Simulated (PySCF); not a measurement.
N2.
Z-matrix (Å and degrees, PBE0-D3(BJ)/def2-SVP geometry), rows numbered from 1:
```
N 
N   1  1.0978
```

Level of theory: PySCF, PBE0-D3(BJ)/def2-SVP geometry optimisation, gas phase.

Take the most abundant isotopes and a rigid rotor. 

Q: What are the moment of inertia and the rotational constant?

A: I = 8.438 u·Å², B = 505379 MHz·u·Å²/I = 59896 MHz (1.9979 cm⁻¹, or 2.875 K as hB/k). For two atoms I = μr² with μ = 7.0015 u and r = 1.0978 Å.

Q: List the first levels of a rigid rotor in a Σ state.

A: E(J) = BJ(J+1): J = 1: 3.996, J = 2: 11.987, J = 3: 23.975, J = 4: 39.958, J = 5: 59.937, J = 6: 83.912 cm⁻¹.

Q: Has it a pure rotational spectrum?

A: Not by electric dipole: D∞h allows no dipole (computed 0.00 D). Rotational Raman lines (ΔJ = 2) lie at B(4J + 6), spaced by 4B = 7.992 cm⁻¹, with nuclear-spin weights that differ between even and odd J.

Q: Estimate the classical rotational partition function at 25 K, 200 K and 500 K.

A: Point group D∞h, symmetry number σ = 2; q = kT/(σhB), k/h = 20836.6 MHz/K: 4.3 at 25 K, 34.8 at 200 K, 87.0 at 500 K.

Whether it is a minimum is left open (no frequencies). These are rigid-rotor constants of the computed structure; measured ground-state constants (B0) also hold zero-point vibration.
